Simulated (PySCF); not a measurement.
C4H8S.
Atom-mapped SMILES: `[CH3:1][CH2:2][C:3]([CH3:4])=[S:5]` (hydrogens: H6, H7, H8 on C1; H9, H10 on C2; H11, H12, H13 on C4)

Geometry (PBE0-D3(BJ)/def2-SVP, Å), atoms numbered from 1 in this order:
```
atom  x, y, z in Å
C1     1.5413   -0.3397   -0.2266
C2     0.6005    0.5716    0.5615
C3    -0.7541    0.7112   -0.0799
C4    -1.6029   -0.5222   -0.1076
S5    -1.2484    2.1150   -0.7387
H6     2.5278   -0.3823    0.2577
H7     1.1614   -1.3700   -0.2966
H8     1.6825    0.0426   -1.2490
H9     1.0425    1.5725    0.6608
H10    0.4637    0.1616    1.5790
H11   -1.1631   -1.2596   -0.8015
H12   -1.6293   -1.0044    0.8839
H13   -2.6218   -0.2963   -0.4432
```

Method used: TDDFT CAM-B3LYP/def2-SVPD, vertical, gas phase, core orbitals frozen in the response (PySCF 2.14.0, density-fitted response routines).

Ground-to-excited transition dipoles (e·a0, same axes as the geometry; the sign carries no meaning), for the states with f of 0.002 or more among the lowest 10:

```tsv
state	E (eV)	μx	μy	μz
S2	5.760	0.540	-1.226	0.503
S3	6.073	0.565	0.394	0.149
S5	6.603	-0.209	-0.098	-0.051
S7	6.993	-0.091	0.034	-0.099
S8	7.226	0.037	0.127	-0.009
S9	7.342	0.396	-0.103	0.163
S10	7.763	0.186	-0.063	-0.196
```

Question: What oscillator strength does each state have?

Answer: f = (2/3) ΔE |μ|² with ΔE in hartree (27.2114 eV).

```
state  |μ|² (au)  |μ| (D)      f
   S2      2.047     3.64  0.289
   S3      0.497     1.79  0.074
   S5      0.056     0.60  0.009
   S7      0.019     0.35  0.003
   S8      0.018     0.34  0.003
   S9      0.194     1.12  0.035
  S10      0.077     0.70  0.015
```

Question: Which bond between heavy atoms lies closest to the direction of the S2 transition dipole?

Answer: C3–S5, at 5° from it; next C2–C3 and C1–C2 at 55°.

Question: What angle do the transition dipoles of S3 and S10 make?

Answer: |cos θ| = |μa·μb| / (|μa| |μb|) = 0.26, so θ ≈ 75° (taken between 0 and 90°, since the signs are arbitrary).

Question: What peak molar absorption coefficient would the strongest computed level give as a lone Gaussian band 0.3 eV wide at half height?

Answer: ε(max) = 2.175×10⁸ f / FWHM, with the width in cm⁻¹. S2: 2.175×10⁸ × 0.2888 / 2420 ≈ 26000 L mol⁻¹ cm⁻¹.

The vertical ionisation energy (ΔSCF) is 8.48 eV, 0.72 eV above S10.

One conformer stands for the species.
